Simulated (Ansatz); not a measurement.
Input file:

```yaml
crystal:
  periodic: [false, false, false]
  atoms:
    - {symbol: Si, position_ang: [0.000000, 0.000000, 0.000000]}
    - {symbol: P, position_ang: [0.000000, 0.000000, 2.216600]}
basis:
  gaussian: {orbitals: cc-pVDZ}
total_charge: 1
magnetization: {spin_polarized: true, initial_magnetization: 0}
correlation: {method: ccsdtq, electrons: outside_noble_gas}
```

```sh
$ ansatz run in.yaml --threads 2 --pin off --events-out ev --progress --plain --max-ram 24576MiB --backend cuda --devices 0, --max-vram 18GiB
```

Problem. Roughly how long does this take on 2 threads of AMD EPYC 7R13 with a shared H100 80 GB, shared host, and how much host memory?

Solution. 29 s wall and 0.84 GiB.

```
658 factors; integrals over basis functions are off by at most 1.7e-7 eV
mean field evaluation 1: about -17117.6774 eV, gradient 1.8e1 eV
mean field evaluation 2: about -17117.8412 eV, gradient 1.8e1 eV
mean field evaluation 4: about -17121.0596 eV, gradient 1.4e0 eV
mean field evaluation 8: about -17121.1082 eV, gradient 1.3e-1 eV
mean field evaluation 16: about -17121.4162 eV, gradient 2.0e0 eV
mean field evaluation 32: about -17124.4488 eV, gradient 1.7e-1 eV
mean field evaluation 64: about -17124.4286 eV, gradient 4.6e-1 eV
mean field evaluation 96: about -17122.4887 eV, gradient 2.0e-2 eV
mean field evaluation 128: about -17121.1089 eV, gradient 6.9e-5 eV
mean field evaluation 160: about -17123.7163 eV, gradient 2.3e0 eV
...
mean field -17124.45407637 eV, -629.3120799349 hartree, gradient 2.4e-9 eV, S^2 1.016964; 25 other end points of the search recorded, 0 dependent functions left out
determinant -17124.45407637 eV, -629.3120799349 hartree, with singles and doubles -17128.97422286 eV, -629.4781922545 hartree
determinant -17124.03745584 eV, -629.2967694128 hartree, with singles and doubles -17128.46516947 eV, -629.4594848874 hartree
determinant -17123.88072295 eV, -629.2910095853 hartree, with singles and doubles -17128.48894713 eV, -629.4603587003 hartree
determinant -17123.76712101 eV, -629.2868347911 hartree, with singles and doubles -17128.42479744 eV, -629.4580012427 hartree
determinant -17123.63356597 eV, -629.2819267338 hartree, with singles and doubles -17128.49165760 eV, -629.4604583082 hartree
determinant -17122.48876979 eV, -629.2398562500 hartree, with singles and doubles -17127.04612757 eV, -629.4073360593 hartree
determinant -17122.47186653 eV, -629.2392350666 hartree, with singles and doubles -17126.44277181 eV, -629.3851631442 hartree
determinant -17121.32905953 eV, -629.1972376839 hartree, with singles and doubles -17127.36166381 eV, -629.4189318022 hartree
determinant -17121.10889861 eV, -629.1891469195 hartree, with singles and doubles -17127.34724289 eV, -629.4184018433 hartree
determinant -17124.45407637 eV, -629.3120799349 hartree, with singles and doubles -17128.98745148 eV, -629.4786783971 hartree
determinant -17124.03745584 eV, -629.2967694128 hartree, with singles and doubles -17128.48587038 eV, -629.4602456316 hartree
determinant -17123.88072295 eV, -629.2910095853 hartree, with singles and doubles -17128.50379958 eV, -629.4609045176 hartree
determinant -17123.76712101 eV, -629.2868347911 hartree, with singles and doubles -17128.46037641 eV, -629.4593087455 hartree
determinant -17123.63356597 eV, -629.2819267338 hartree, with singles and doubles -17128.49759148 eV, -629.4606763744 hartree
determinant -17123.28847233 eV, -629.2692447764 hartree, with singles and doubles -17128.33013935 eV, -629.4545226218 hartree
10 core orbitals not correlated: weight in the atoms' cores, before any rotation towards them, 1.000 or more for the frozen orbitals, at most 0.000 for the correlated occupied ones
reference -17124.45407637 eV, -629.3120799349 hartree; 4, 4 occupied and 22, 22 virtual orbitals, 658 factors
second order -3.48483332 eV of doubles, -0.00000000 eV of singles
...
cycle  21  -5.09299629 eV  change   -1.9e-5 eV  update   2.9e-5
cycle  22  -5.09299997 eV  change   -3.7e-6 eV  update   1.7e-5
cycle  23  -5.09300355 eV  change   -3.6e-6 eV  update   1.1e-5
cycle  24  -5.09300199 eV  change    1.6e-6 eV  update   8.2e-6
cycle  25  -5.09300237 eV  change   -3.8e-7 eV  update   5.7e-6
cycle  26  -5.09300111 eV  change    1.3e-6 eV  update   4.1e-6
cycle  27  -5.09300026 eV  change    8.5e-7 eV  update   2.5e-6
cycle  28  -5.09300012 eV  change    1.4e-7 eV  update   1.6e-6
cycle  29  -5.09299990 eV  change    2.1e-7 eV  update   1.1e-6
cycle  30  -5.09299986 eV  change    4.8e-8 eV  update   6.8e-7
WARN: the results are in doubt because among natural orbitals full CI differs from the method by +0.939 eV
Total energy: -17129.54707623 eV, -629.4992442275 hartree
In doubt: among natural orbitals full CI differs from the method by +0.939 eV
```

The determinant's ⟨S²⟩ is 1.02 against 0.00 for a pure state. The T1 diagnostic is 0.022.
